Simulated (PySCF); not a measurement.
# Field gradients at the hydrogen positions

CH7Si2 (charge -1).
Z-matrix (Å and degrees, GFN2-xTB geometry), rows numbered from 1:
```
C 
Si  1  1.9045
Si  2  2.2278  1  108.54
H   1  1.0887  2  112.16  3   163.13
H   1  1.0874  2  111.00  3    42.77
H   1  1.0892  2  110.99  3   -76.57
H   2  1.5117  1   98.64  3   147.52
H   2  1.4981  1  102.59  3  -112.90
H   3  1.5022  2  106.61  1    73.05
H   3  1.5027  2  104.47  1   175.65
```

Level: PBE0/pcSseg-1 (PySCF, non-relativistic); Q(2H) = 0.00286 b; rigid geometry, the same for H and D, with no vibrational averaging.

Task: Rank these positions by the coupling χzz of a deuteron there, largest first.
A. H5 (methyl hydrogen)
B. H7 (Si–H hydrogen)
C. H9 (Si–H hydrogen)

Result: A (219 kHz), C (104 kHz), B (95 kHz).

Task: Give the electric field gradient Vzz (the principal value of largest size), its asymmetry and the 2H coupling at each hydrogen.

Result: 
| atom | bonded to | bond length (Å) | Vzz (au) | η | χzz (kHz) |
| --- | --- | --- | --- | --- | --- |
| H4 | C1 | 1.089 | 0.3284 | 0.03 | 221 |
| H5 | C1 | 1.087 | 0.3263 | 0.03 | 219 |
| H6 | C1 | 1.089 | 0.3265 | 0.02 | 219 |
| H7 | Si2 | 1.512 | 0.1408 | 0.04 | 95 |
| H8 | Si2 | 1.498 | 0.1499 | 0.03 | 101 |
| H9 | Si3 | 1.502 | 0.1554 | 0.11 | 104 |
| H10 | Si3 | 1.503 | 0.1550 | 0.11 | 104 |

Task: Average by the element that carries the hydrogen.

Result: on C: 220 kHz over 3 positions, mean bond length 1.088 Å; on Si: 101 kHz over 4 positions, mean bond length 1.504 Å.

Task: Give the 2H NMR doublet splittings at H7 for a magnetic field along the z, y and x axes of the gradient: 3χ/2, 3χ(1 + η)/4, 3χ(1 − η)/4.

Result: With |χ| = 94.6 kHz and η = 0.038: 142, 74 and 68 kHz, to first order and without motion.

Geometry: GFN2-xTB, one conformer, isolated ion. The pcSseg-1 basis has no diffuse functions, a weakness for an anion. GFN2-xTB bond lengths can be off by several hundredths of an ångström, more for odd bonds, and the gradients follow them. These gradients aren't converged with respect to the basis.
